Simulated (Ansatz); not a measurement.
# C3H5 radical: up Jacob's ladder to CCSD(T)

An exercise on one series of results from a longer session: the logs are not shown, and one member is left open.

Computed with Ansatz 0.2.0, Gaussian basis. Level: functionals in def2-TZVPP, the program's frozen cores in correlated methods.

Plan: LDA (SPW92), PBE-D4, revPBE-D4, BLYP-D4, r2SCAN-D4, B97M-V, PBE0-D4, B3LYP-D4, r2SCANh-D4, r2SCAN0-D4, HSE06-D4, BHLYP-D4, CAM-B3LYP-D4, LC-ωPBE, ωB97X-V, ωB97M-V, B2PLYP, PBE-QIDH; CCSD(T)/def2-SVP; CCSD(T)/def2-TZVPP; MP2/def2-QZVPP; extrapolation to the limit; RPA on PBE.

**The geometry**

An earlier PBE0-D4 in a triple-zeta def2 set relaxation fixed the geometry.

8 atoms, charge 0, spin multiplicity 2.

Atoms are counted from 1 here; the program's logs count them from 0.

Bond lengths: C1–C2 1.305 Å, C1–H4 1.086 Å, C1–H5 1.094 Å, C2–C3 1.459 Å, C3–H6 1.100 Å, C3–H7 1.093 Å, C3–H8 1.094 Å. Angles: C2–C1–H4 122.4°, C2–C1–H5 121.3°, H4–C1–H5 116.3°, C1–C2–C3 140.5°, C2–C3–H6 111.0°, C2–C3–H7 111.2°, C2–C3–H8 111.2°, H6–C3–H7 108.0°, H6–C3–H8 108.0°, H7–C3–H8 107.4°.

The first run:

Contents of in.yaml:

```yaml
crystal:
  periodic: [false, false, false]
  atoms:
    - {symbol: C, position_ang: [-0.944922, 0.679657, -0.871360]}
    - {symbol: C, position_ang: [-0.231687, -0.311641, -0.412399]}
    - {symbol: C, position_ang: [0.746592, -0.607448, 0.629244]}
    - {symbol: H, position_ang: [-1.620760, 0.568325, -1.714219]}
    - {symbol: H, position_ang: [-0.890786, 1.674939, -0.420637]}
    - {symbol: H, position_ang: [0.963593, 0.286994, 1.230951]}
    - {symbol: H, position_ang: [1.687744, -0.960755, 0.198969]}
    - {symbol: H, position_ang: [0.382328, -1.387273, 1.303752]}
basis:
  gaussian: {orbitals: def2-TZVPP}
magnetization: {spin_polarized: true, initial_magnetization: 1}
hamiltonian: {xc: lda}
output: {orbitals: {seedname: orbitals}}
```

Steps of the session up to this table: LDA; PBE-D4 (GGA); revPBE-D4 (GGA); BLYP-D4 (GGA); r2SCAN-D4 (meta-GGA); B97M-V (meta-GGA); PBE0-D4 (hybrid); B3LYP-D4 (hybrid); r2SCANh-D4 (hybrid); r2SCAN0-D4 (hybrid); HSE06-D4 (hybrid); BHLYP-D4 (hybrid); CAM-B3LYP-D4 (range-separated); LC-ωPBE-D4 (range-separated; the results give it without D4); ωB97X-V (range-separated); ωB97M-V (range-separated); B2PLYP (double hybrid); PBE-QIDH (double hybrid).

One of the session's tables, all rows but one given; the rest of the session is left out.

It belongs to the step «Orbital energies across the functionals». 

| functional | HOMO (eV) | gap (eV) |
| --- | --- | --- |
| LDA (SPW92) | -4.71 | 1.59 |
| PBE-D4 | -4.81 | 2.18 |
| revPBE-D4 | -4.79 | 2.29 |
| BLYP-D4 | -4.66 | 1.96 |
| r2SCAN-D4 | -5.26 | 3.37 |
| B97M-V | -5.05 | 2.70 |
| PBE0-D4 | -6.25 | 4.86 |
| B3LYP-D4 | ? | ? |
| r2SCANh-D4 | -5.79 | 4.31 |
| r2SCAN0-D4 | -6.60 | 5.72 |
| HSE06-D4 | -5.84 | 4.06 |
| BHLYP-D4 | -7.57 | 7.23 |
| CAM-B3LYP-D4 | -7.59 | 7.16 |
| LC-ωPBE | -9.05 | 10.18 |
| ωB97X-V | -8.51 | 9.07 |
| ωB97M-V | -8.26 | 8.66 |

**Question.** Estimate the row for B3LYP-D4.

Worked estimate for «HOMO (eV)». Against the share of exact exchange, BLYP-D4 (0, -4.66), BHLYP-D4 (0.5, -7.57) give a slope of -5.82 per unit share; at 0.2 the line stands at -5.82.

**Answer.** HOMO (eV): -5.95; gap (eV): 4.05. In «HOMO (eV)» the line misses by +0.13.
